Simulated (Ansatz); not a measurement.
# Al2C+ (quartet): wave-function methods side by side, cc-pVTZ

The task here is to estimate one member of a computed series from the others.

The runs use Ansatz 0.2.0, Gaussian basis; cc-pVTZ, core rule «outside noble gas», up to 11 orbitals frozen.

The runs, in order: UHF; CCSD(T) on ROHF; CCSD(T) on UHF; BCCD(T) on ROHF; CCSDT(Q) on ROHF; CCSDT(Q) on UHF; CASSCF and MRCISD+Q, 9 electrons in 12 orbitals; CASSCF and NEVPT2, 9 electrons in 12 orbitals.

6 further runs of the same task are left out: 6 set aside as unsound or not needed.

## What is computed

The geometry is a PBE0/def2-TZVP stationary point (not a proven minimum) of the parent state, kept for this charge and spin.

3 atoms, charge 1, spin multiplicity 4.

Atoms are counted from 1 here; the program's logs count them from 0.

Bond lengths: Al1–Al2 2.681 Å, Al2–C3 1.896 Å. Angles: Al1–Al2–C3 180.0°.

Geometry (Å):

```
Al    0.00000    0.00000    2.41937
Al    0.00000    0.00000   -0.26193
C     0.00000    0.00000   -2.15743
```

Set-up of the first run:

in.yaml reads:

```yaml
crystal:
  periodic: [false, false, false]
  atoms:
    - {symbol: Al, position_ang: [0.000000, 0.000000, 2.419367]}
    - {symbol: Al, position_ang: [0.000000, 0.000000, -0.261933]}
    - {symbol: C, position_ang: [0.000000, 0.000000, -2.157433]}
basis:
  gaussian: {orbitals: cc-pVTZ}
total_charge: 1
magnetization: {spin_polarized: true, initial_magnetization: 3}
hamiltonian: {xc: hf}
output: {orbitals: {seedname: orbitals}}
```

Started as:

```
ansatz run in.yaml --threads 1 --pin off --events-out ev --progress --plain --max-ram 4096MiB --backend cpu
```

Among the steps run: UHF; CCSD(T) on ROHF; CCSD(T) on UHF; BCCD(T) on ROHF; CCSDT(Q) on ROHF; CCSDT(Q) on UHF; CASSCF and MRCISD+Q, 9 electrons in 12 orbitals; CASSCF and NEVPT2, 9 electrons in 12 orbitals.

One of the session's tables, all rows but one given; the rest of the session is left out.

It belongs to the step «Misses and costs». 

```
          method  from UCCSDT(Q) (meV)
            ROHF               +5822.4
             UHF               +5759.5
            RMP2                     ?
            UMP2               +1390.9
           RCCSD                +316.1
           UCCSD                +312.6
        RCCSD(T)                 +79.6
        UCCSD(T)                 +77.0
         BCCD(T)                 +74.2
          RCCSDT                 +19.8
          UCCSDT                 +17.9
       RCCSDT(Q)                  +3.0
       UCCSDT(Q)                     0
  CASSCF valence               +3519.5
  NEVPT2 valence                +922.6
  MRCISD valence                +322.3
MRCISD+Q valence                 +92.1
```

Estimate the missing values for RMP2.

As computed: from UCCSDT(Q) (meV): +1398.6. In the column «from UCCSDT(Q) (meV)» it lies between UMP2 (+1390.9) and CASSCF valence (+3519.5).

Limits of these values: Restricted and unrestricted rows rest on different reference determinants; where their highest levels disagree by more than a few hundredths of an eV, they describe different states and don't form one ladder.
